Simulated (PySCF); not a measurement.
Mapped SMILES: `[CH3:1]/[CH:2]=[CH:3]\[C:4]#[N:5]`. Hydrogens are named by the atom that carries them.

Theoretical values (PySCF 2.14.0 with density-fitted response routines): J couplings at B3LYP/pcJ-1 (spin–dipole term only in couplings to heteroatoms), shielding tensors at PBE0/pcSseg-1 (GIAO), coordinates at the GFN2-xTB level. Isolated molecule, averaged over atoms made equivalent by symmetry, fast rotation or ring inversion, a single conformation, relativity neglected.

Task: Predict the 2D correlation tables (HSQC, COSY, HMBC).

Result: 

HSQC (one-bond C–H):
| δH | δC | $^{1}J$(C,H) (Hz) |
| --- | --- | --- |
| 6.81 (H(C2)) | 160.9 (C2) | 165 |
| 5.39 (H(C3)) | 106.6 (C3) | 175 |
| 2.28 (H(C1)) | 21.8 (C1) | 135 |

COSY cross peaks (|J| ≥ 2 Hz):
| δH | δH | abs. J (Hz) | bonds |
| --- | --- | --- | --- |
| 6.81 (H(C2)) | 5.39 (H(C3)) | 12.5 | 3 |
| 6.81 (H(C2)) | 2.28 (H(C1)) | 7.8 | 3 |
| 5.39 (H(C3)) | 2.28 (H(C1)) | 2.3 | 4 |

HMBC (two and three bonds, |J| ≥ 2.5 Hz):
| δH | δC [abs. J in Hz] |
| --- | --- |
| 6.81 (H(C2)) | 120.5 (C4) [15.2], 106.6 (C3) [3.7], 21.8 (C1) [4.1] |
| 5.39 (H(C3)) | 160.9 (C2) [3.1], 21.8 (C1) [9.8] |
| 2.28 (H(C1)) | 160.9 (C2) [7.1], 106.6 (C3) [7.8] |

Scale: $^{1}$H (σ = 31.72 ppm), $^{13}$C (σ = 186.93 ppm) vs TMS (reference shieldings calculated alike).

Unscaled 3J(H,H) at this level run about 10 % above measured values. Shifts are as computed. Against solution values, carbons near 30 ppm lie about +3 ppm off and those near 130 ppm about +5 ppm. Of 1211 compounds with measured shifts, 218 miss one by over three times the rms of a fit or turn the order of signals round; such compounds aren't used in these exercises.
